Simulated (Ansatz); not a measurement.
Born–Oppenheimer molecular dynamics of C4H4O + ClH (11 atoms, charge 0, multiplicity 1). It starts from a relaxed structure.

Computed with Ansatz 0.2.0, UHF/STO-3G.

* ensemble: NVE (velocity Verlet)
* time step: 0.5 fs
* steps asked: 266
* starting velocities drawn for: 700 K
* masses: H 10 u
* seed: 7058

First frame:

```xyz
11
Properties=species:S:1:pos:R:3
Cl 1.591 -0.127 -3.214
H 1.123 -0.100 -1.943
C -0.861 -0.639 1.129
C -0.656 0.785 1.173
C 0.214 1.093 0.155
O 0.582 -0.067 -0.530
C -0.104 -1.117 0.085
H -1.488 -1.223 1.784
H -1.099 1.480 1.869
H 0.647 2.024 -0.189
H 0.052 -2.108 -0.319
```

Question: What does the run give?

Answer: The run went to its last step.

```
steps done                                               : 266
time covered                                             : 133 fs
mean temperature over the second half                    : 331 K
spread of the potential energy over the second half      : 9.2 meV per atom
mean potential energy of the second half above the start : 39.0 meV per atom
```

The conserved energy stayed within 0.094 meV per atom of its start (net change 0.06 meV per atom), so the integration is sound. The temperature averaged 0.47 of the 700 K drawn at the start: a run that starts near a minimum puts about half its kinetic energy into the potential. A run of 0.13 ps of so small a system gives no equilibrium averages. Limits of this set-up: minimal basis.

Question: What happens to the structure?

Answer: The same pairs are bonded in the first frame and the last. Pairs count as bonded within 1.25 times the sum of covalent radii (0.12 Å more for H–H). This is one draw of velocities; another would differ in detail.

Question: How do temperature and energy run in time?

Answer: 
| time (fs) | T (K) | potential energy less start (eV) | conserved less start (meV/atom) |
| --- | --- | --- | --- |
| 0.0 | 700 | 0.000 | 0.00 |
| 11.0 | 391 | 0.360 | 0.06 |
| 22.0 | 287 | 0.482 | 0.09 |
| 33.0 | 336 | 0.424 | 0.09 |
| 44.0 | 502 | 0.231 | 0.04 |
| 55.0 | 348 | 0.409 | 0.05 |
| 66.0 | 418 | 0.328 | 0.05 |
| 77.0 | 408 | 0.341 | 0.06 |
| 88.0 | 248 | 0.527 | 0.07 |
| 99.0 | 245 | 0.530 | 0.06 |
| 110.0 | 324 | 0.437 | 0.05 |
| 121.0 | 423 | 0.323 | 0.04 |
| 132.0 | 213 | 0.568 | 0.07 |

Run time: 3.6 min on 1 CPU thread of a shared host.
